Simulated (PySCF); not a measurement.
**GeF⁺, singlet: vertical spin and charge gaps**

Geometry (PBE0/def2-TZVP stationary point for this spin):

```xyz
2

Ge    0.0000    0.0000    0.0000
F     0.0000    0.0000    1.6763
```

Basis 6-31G (Cartesian d functions); PySCF 2.14.0. Only valence electrons are correlated (noble-gas cores and the filled d shells of p-block atoms frozen). Prefix R: restricted or restricted open-shell reference. No spin–orbit coupling is included, and no scalar relativity.

Gaps are energies of the second state less the first, at fixed atoms, for a selection of the levels run; mean-field and cluster levels share one orbital occupation for each state, and full CI takes the lowest of the symmetries tried.

Triplet less singlet: 4.730 eV at RCCSDT.

```
   level  gap (eV)  error (meV)
     RHF     4.143         -587
    RMP2     4.606         -124
   RCCSD     4.724           -6
RCCSD(T)     4.740           10
     PBE     4.945          215
  r2SCAN     4.691          -39
    PBE0     4.793           63
   B3LYP     5.019          289
 wB97M-V     5.035          305
  B2PLYP     4.966          236
```

In so small a basis the reference is far from its limit while semilocal and hybrid functionals are nearer theirs (RPA and double hybrids share much of the reference's basis error), so the functionals' errors here hold much of the reference's basis and frozen-core error, which can add to them or hide them.

Full CI isn't at hand for all of this; RCCSDT serves as the reference. It lacks quadruple excitations, which often exceed the step from CCSD(T) to CCSDT.
